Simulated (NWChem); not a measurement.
Molecule: difluoromethane (CH2F2); SMILES FCF

```xyz
5

F      1.1089     0.0000    -0.2914
C      0.0000     0.0000     0.4965
F     -1.1089     0.0000    -0.2914
H      0.0000     0.9097     1.1074
H      0.0000    -0.9097     1.1074
```
Atoms are numbered in this order, from 1.

All runs: NWChem. Geometry optimised at B3LYP/6-31G*; all other runs use it. Pople sets run with spherical d functions.

| quantity | level | value |
|---|---|---|
| isotropic polarisability (bohr³), static | B3LYP/def2-SVPD | 17.7 |
| vertical, lowest state with f > 0.02, singlet (eV) | B3LYP/def2-SVPD, TDA | 9.15 |
| cavity-dispersion-structure term (kcal/mol) in n-hexane | B3LYP/6-31G*, SMD | 0.6 |
| vertical ionisation energy, ΔSCF (eV) | PBE/def2-SVP | (withheld) |
| dipole (D) | B3LYP/6-31G* | (withheld) |
| highest harmonic frequency (cm⁻¹) | B3LYP/6-31G* | (withheld) |

Some entries are withheld; supply them.


- vertical ionisation energy, ΔSCF (eV), value: 12.16
- dipole (D), value: 1.71
- highest harmonic frequency (cm⁻¹), value: 3124
